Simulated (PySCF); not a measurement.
**CCSD(T)/STO-3G run of P2H2 (SMILES [H]/P=P/[H])**

Aim: the energy change on altering one bond length of P2H2 at CCSD(T)/STO-3G, from 2 runs. The job is set up through a Python script.

Program for the calculation: PySCF 2.14.0.

8 further runs of the same task are left out: 8 set aside as unsound or not needed.

**1. Starting point**

The species is P2H2 (4 atoms), meant as a singlet with charge 0. SMILES: `[H]/P=P/[H]`. Geometry: relaxed at GFN2-xTB.

Bond lengths: P1–P2 2.016 Å, P1–H3 1.403 Å, P2–H4 1.403 Å. Angles: P1–P2–H4 94.8°, P2–P1–H3 94.8°.

**2. The energy at CCSD(T)/STO-3G**

job.py reads:

```python
from pyscf import gto, cc

mol = gto.M(
    atom='''
P     -0.046053    -1.896586     0.166957
P      0.046147     1.896416    -0.166787
H      1.960137    -2.017415     1.896000
H     -1.960232     2.017585    -1.896170
''',
    verbose=3,
    unit='bohr',
    charge=0,
    max_memory=1860,
    basis='sto-3g',
)

mf = mol.RHF()
mf.conv_tol = 1e-10
mf.kernel()
if not mf.converged:
    mf = mf.newton().run(mf.mo_coeff, mf.mo_occ)

mycc = cc.CCSD(mf, frozen=10)
mycc.kernel()
e_t = mycc.ccsd_t()
e_tot = mycc.e_tot + e_t
print('E(%s) = %.9f' % ('CCSD(T)', e_tot))
```

The run is started by

```console
$ OMP_NUM_THREADS=1 python job.py
```

The log of the run:

```text
converged SCF energy = -674.920235946818
E(CCSD) = -675.0502321811558  E_corr = -0.1299962343381039
CCSD(T) correction = -0.000934556875445976
E(CCSD(T)) = -675.051166738
```

Run time: 0.42 s. Hardware: 1 thread of AMD EPYC 9R45 (Zen 5), shared host; peak memory 0.12 GiB.

**3. The distorted shape**

input.xyz reads:

```xyz
4
H2P2
P     -0.236726    -0.990840    -0.094670
P     -0.187936     1.016330    -0.271280
H      1.037260    -1.067570     1.003320
H     -1.249666     1.080450    -1.186430
```

job.py reads:

```python
from pyscf import gto, cc

mol = gto.M(
    atom='input.xyz',
    max_memory=1860,
    verbose=3,
    basis='sto-3g',
)

hf = mol.RHF()
hf.conv_tol = 1e-10
hf.kernel()
if not hf.converged:
    hf = hf.newton().run(hf.mo_coeff, hf.mo_occ)

mycc = cc.CCSD(hf, frozen=10)
mycc.kernel()
e_t = mycc.ccsd_t()
e_tot = mycc.e_tot + e_t
print('Final energy', e_tot)
```

The run is started by

```console
$ OMP_NUM_THREADS=1 python job.py
```

The log of the run:

```text
converged SCF energy = -674.884412255213
E(CCSD) = -675.0277515015157  E_corr = -0.1433392463031858
CCSD(T) correction = -0.0011102961607966
Final energy -675.0288617976765
```

It took 0.48 s on 1 thread of AMD EPYC 9R45 (Zen 5), shared host; peak memory 0.12 GiB.

**4. Summary of results**

Level: CCSD(T)/STO-3G, 10 core orbitals frozen.

| quantity | value |
| --- | --- |
| first shape: total energy | -675.05117 Eh |
| first shape: dipole moment (Hartree–Fock density) | 0.00 D |
| first shape: HOMO energy (Hartree–Fock orbitals) | -5.86 eV |
| first shape: LUMO energy (Hartree–Fock orbitals) | 4.98 eV |
| first shape: HOMO–LUMO gap (Hartree–Fock orbitals) | 10.84 eV |
| first shape: correlation energy (10 core orbitals frozen) | -130.9 mEh |
| first shape: (T) correction | -0.93 mEh |
| first shape: T1 diagnostic | 0.007 |
| distorted shape: total energy | -675.02886 Eh |
| distorted shape: dipole moment (Hartree–Fock density) | 0.44 D |
| distorted shape: HOMO energy (Hartree–Fock orbitals) | -5.92 eV |
| distorted shape: LUMO energy (Hartree–Fock orbitals) | 4.92 eV |
| distorted shape: HOMO–LUMO gap (Hartree–Fock orbitals) | 10.84 eV |
| distorted shape: correlation energy (10 core orbitals frozen) | -144.4 mEh |
| distorted shape: (T) correction | -1.11 mEh |
| distorted shape: T1 diagnostic | 0.008 |
| energy change with the P1–H3 bond stretched from 1.403 to 1.684 Å | 0.607 eV |

In words: With the P1–H3 bond stretched from 1.403 to 1.684 Å the energy rises by 0.61 eV (58.6 kJ/mol). The first shape isn't relaxed at this level, so the change isn't measured from a minimum. The minimal basis adds a large error of its own. The triples (first shape) make up 0.7 % of the correlation energy. The triples (distorted shape) make up 0.8 % of the correlation energy.
